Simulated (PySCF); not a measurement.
Which functional comes closest?

Molecule: `CP(=C)(C)C`, C$_{4}$H$_{11}$P.

Atoms are numbered as in `[CH2:1]=[P:2]([CH3:3])([CH3:4])[CH3:5]`. Hydrogens are named by the atom that carries them.

Geometry PBE0-D3(BJ)/def2-SVP throughout; GIAO in PySCF 2.14, gas phase, one conformer, non-relativistic; equivalent atoms averaged; basis pcSseg-1.

Reference values (measured; solution; E. Pretsch, P. Bühlmann, M. Badertscher, Structure Determination of Organic Compounds, 4th ed., Springer 2009): δ(C3/C4/C5) = 19.7 ppm, δ(C1) = -1.5 ppm. Computed shifts are taken against TMS, calculated as an isolated molecule at each level.

Q: How do the functionals HF, LDA, PBE, BLYP, BP86, OPBE, KT2, KT3, B97-D, B3LYP, PBE0, mPW1PW91 perform against the reference? Times are CPU seconds on 1 thread of an Arm Neoverse V1, shared host; the GGAs took longer than the global hybrids here, which isn't the general rule, and the cause wasn't traced.

A: 
```csv
functional,kind,C3/C4/C5,C1,mean abs. error C,core-s
HF,Hartree–Fock,18.6,-14.4,7.0,6
LDA,LDA,23.3,-5.4,3.8,17
PBE,GGA,21.6,-7.9,4.2,21
BLYP,GGA,21.7,-8.8,4.7,20
BP86,GGA,21.7,-7.4,4.0,20
OPBE,GGA,19.9,-8.7,3.7,21
KT2,GGA,21.0,-7.3,3.6,20
KT3,GGA,19.9,-9.1,3.9,21
B97-D,GGA,21.2,-8.9,4.5,20
B3LYP,global hybrid,21.3,-9.5,4.8,12
PBE0,global hybrid,21.0,-9.0,4.4,12
mPW1PW91,global hybrid,21.0,-9.2,4.5,12
```

For 13C the closest is KT2 (3.6 ppm, with OPBE, LDA practically level) and the furthest HF (7.0 ppm). One molecule is a small sample, and vibrational and solvent effects are absent from the calculation.
